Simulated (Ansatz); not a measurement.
Geometry optimisation, RKS PBE0-D4/6-31G* (Ansatz).

Input:

```yaml
crystal:
  periodic: [false, false, false]
  atoms:
    - { symbol: Al, position_ang: [0.0, 0.0, 0.0] }
    - { symbol: "N", position_ang: [0.0, 0.0, 2.27] }
    - { symbol: H, position_ang: [-0.877, -0.2713, 2.8] }
    - { symbol: H, position_ang: [0.877, 0.2713, 2.8] }
    - { symbol: H, position_ang: [1.351, 0.0, -0.78] }
    - { symbol: Cl, position_ang: [-1.9312, 0.0, -1.115] }
    - { symbol: H, position_ang: [-0.5412, 1.6801, 0.5865] }
    - { symbol: H, position_ang: [-0.4248, 1.3188, 1.5699] }
basis:
  gaussian: { orbitals: "6-31G*" }
hamiltonian:
  xc: pbe0
  dispersion: d4
relax:
  f_tol: 0.15
  max_steps: 25
  restrain:
    - { distance: [0, 6], at: 2.76, k: 30.0 }
    - { distance: [7, 1], at: 2.26, k: 30.0 }
    - { distance: [0, 1], at: 1.92, k: 30.0 }
    - { distance: [7, 6], at: 0.66, k: 30.0 }
output:
  orbitals: {}
```

Run as:

```bash
$ ansatz run input.yaml --threads 1 --pin off --max-ram 2048MiB --backend cpu --events-out ev --progress --plain --runs-dir out
```

Problem. Where does it end, and by what steps?

Solution. The forces met the threshold. The restraints hold the end off the free minimum; the threshold counts their pulls, which the force column leaves out. Restrained pairs: Al1–H7 (1.86 → 2.76 Å), N2–H8 (1.55 → 2.27 Å), Al1–N2 (2.27 → 1.86 Å), H7–H8 (1.05 → 0.71 Å). After 9 steps the energy has fallen by 2.050 eV (the restraints' own energy left out); H7 moved furthest, 0.79 Å.

```csv
step,energy less start (eV),largest force component (eV/Å),accepted
0,0.0000,2.052,yes
1,-0.1697,2.849,yes
2,-0.6862,2.316,yes
3,-1.4700,1.686,yes
4,-1.9626,1.257,yes
5,-2.0053,1.931,yes
6,-2.0202,1.751,yes
7,-2.0303,1.800,yes
8,-2.0497,1.789,yes
9,-2.0496,1.761,yes
```

```xyz
8
Properties=species:S:1:pos:R:3
Al 0.018 -0.177 0.200
N -0.015 -0.133 2.060
H -0.833 -0.403 2.592
H 0.823 -0.236 2.617
H 1.354 0.053 -0.609
Cl -1.807 -0.498 -0.793
H -0.638 2.440 0.788
H -0.448 1.954 1.277
```

The run took 28 s on 1 thread of Arm Neoverse V1, with other jobs on the host, peak memory 0.13 GiB.
